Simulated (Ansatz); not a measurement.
Problem. Name a neutral molecule of C, Cl and H with zero-point energy (PBE0-D4/def2-TZVP) between 253 and 269 kJ/mol and HOMO–LUMO gap (PBE0/def2-TZVPP) between 7.60 and 7.90 eV (Ansatz, PBE0-D4/def2-TZVP geometry).

Solution. `C=CCCCl` (263.4 kJ/mol, 7.76 eV). Other molecules can fit too; these were computed, each in one conformer that needn't be the lowest.
